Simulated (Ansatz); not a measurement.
# AlSiH5 (singlet): wave-function methods side by side at distance Al1–H4 along a hydrogen transfer = 1.960 Å, cc-pVDZ

An exercise on one series of results from a longer session: the logs are not shown, and one member is left open.

Computed with Ansatz 0.2.0, Gaussian basis. Level: cc-pVDZ, core rule «outside noble gas», up to 10 orbitals frozen.

To be run: UHF; CCSD(T) on RHF; CCSD(T) on UHF; BCCD(T) on RHF; CISD; CCSDT(Q) on RHF; CCSDT(Q) on UHF; CASSCF and NEVPT2, 2 electrons in 2 orbitals; CASSCF and NEVPT2, 8 electrons in 8 orbitals.

8 further runs of the same task are left out: 1 for a mislabelled method, 7 that didn't finish.

### What is computed

The geometry derives from fragments relaxed apart (PBE0/def2-TZVP) and kept rigid, so it is no stationary point. A hydrogen atom is moved between rigid fragments.

7 atoms, charge 0, spin multiplicity 1.

Atoms are counted from 1 here; the program's logs count them from 0.

Bond lengths: Al1–H2 1.586 Å, Al1–H3 1.586 Å, Al1–H4 1.960 Å, H4–Si5 1.440 Å, Si5–H6 1.526 Å, Si5–H7 1.526 Å. Angles: H2–Al1–H3 120.0°, H2–Al1–H4 120.0°, H3–Al1–H4 120.0°, Al1–H4–Si5 180.0°, H4–Si5–H6 113.7°, H4–Si5–H7 113.7°, H6–Si5–H7 91.2°.

The first run:

Input file in.yaml:

```yaml
crystal:
  periodic: [false, false, false]
  atoms:
    - {symbol: Al, position_ang: [-1.729522, 0.029322, 0.000000]}
    - {symbol: H, position_ang: [-2.522445, 1.402706, 0.000000]}
    - {symbol: H, position_ang: [-2.522445, -1.344062, 0.000000]}
    - {symbol: H, position_ang: [0.230478, 0.029322, 0.000000]}
    - {symbol: Si, position_ang: [1.670478, 0.029322, 0.000000]}
    - {symbol: H, position_ang: [2.282659, -0.844962, 1.090012]}
    - {symbol: H, position_ang: [2.282659, -0.844962, -1.090012]}
basis:
  gaussian: {orbitals: cc-pVDZ}
magnetization: {spin_polarized: true, initial_magnetization: 0}
hamiltonian: {xc: hf}
output: {orbitals: {seedname: orbitals}}
```

Launch:

```
ansatz run in.yaml --threads 1 --pin off --events-out ev --progress --plain --max-ram 2393MiB
```

Among the steps run: UHF; CCSD(T) on RHF; CCSD(T) on UHF; BCCD(T) on RHF; CISD; CCSDT(Q) on RHF; CCSDT(Q) on UHF; CASSCF and NEVPT2, 2 electrons in 2 orbitals; CASSCF and NEVPT2, 8 electrons in 8 orbitals.

One of the session's tables, all rows but one given; the rest of the session is left out.

```
         method  from RCCSDT(Q) (kcal/mol)
            RHF                    +151.60
            UHF                    +146.30
           RMP2                     +36.49
           UMP2                     +41.14
           CISD                     +20.29
          RCCSD                      +5.65
          UCCSD                      +6.70
       RCCSD(T)                      +1.36
       UCCSD(T)                      +2.45
        BCCD(T)                      +1.42
         RCCSDT                      +0.31
         UCCSDT                      +0.45
      RCCSDT(Q)                          0
      UCCSDT(Q)                      +0.02
    CASSCF pair                    +138.46
    NEVPT2 pair                     +33.09
CASSCF frontier                    +109.38
NEVPT2 frontier                          ?
```

Estimate the missing values for NEVPT2 frontier.

**Answer.** from RCCSDT(Q) (kcal/mol): +31.44. In the column «from RCCSDT(Q) (kcal/mol)» it lies between CISD (+20.29) and NEVPT2 pair (+33.09).

To keep in mind: The determinant is far from a pure spin state, so its energy mixes those of several spin states (harmless only where they are near-degenerate, as at dissociation). Restricted and unrestricted rows rest on different reference determinants; where their highest levels disagree by more than a few hundredths of an eV, they describe different states and don't form one ladder.
